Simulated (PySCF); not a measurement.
Method: PBE-D3(BJ)/def2-TZVP // PBE0-D3(BJ)/def2-TZVP (PySCF). Gas-phase values, no solvent. One relaxed conformer stands for a flexible species; it need not be the lowest. Excitations are Tamm–Dancoff values on a coarser integration grid. The basis has no diffuse functions, so Rydberg states are missing or too high.

Reference species (SMILES): `[F][Al]([F])[F]` (neutral, multiplicity 1).

```json
{
 "T1 excitation (TDA)": "7.12 eV",
 "HOMO–LUMO gap": "7.24 eV",
 "LUMO": "-2.39 eV"
}
```

Changed species: `[OH][Al]([F])[F]` (H–O–Al–F torsion 0°) (1 of 3 F replaced by OH; the reference has 0 of 3 F replaced by OH).

Task: Predict the effect on the T1 excitation (TDA), HOMO–LUMO gap and LUMO.

Result: the T1 excitation (TDA) falls by 1.14 eV, to 5.98 eV; the HOMO–LUMO gap drops by 1.01 eV, to 6.23 eV; the LUMO goes up by 0.42 eV, to -1.97 eV.
